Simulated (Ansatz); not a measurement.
**Iridium, fcc: convergence with Fermi-Dirac smearing**

Computed with Ansatz, r²SCAN, scalar-relativistic PAW, on the relaxed cell (a = 3.846 Å; spin not included). Errors count from a run at 500 eV on a Γ-centred 23×23×23 mesh with Fermi-Dirac smearing of 0.1 eV, extrapolated to zero width. Fixed here: cutoff 500 eV, mesh 14×14×14. The SCF starts from atomic densities corrected by a trained network.

| width (eV) | E(σ→0) error (meV/atom) | F error (meV/atom) | P (GPa) | SCF iterations |
| --- | --- | --- | --- | --- |
| 0.01 | 13.7 | 13.5 | -0.23 | 6 |
| 0.03 | 13.7 | 11.5 | -0.22 | 6 |
| 0.1 | 10.9 | -5.8 | -0.03 | 6 |
| 0.2 | 9.5 | -53.6 | 0.84 | 6 |
| 0.3 | 9.2 | -132.4 | 2.34 | 6 |
| 0.6 | -6.0 | -548.5 | 9.48 | 6 |
| 1.0 | -82.7 | -1471.9 | 23.01 | 6 |
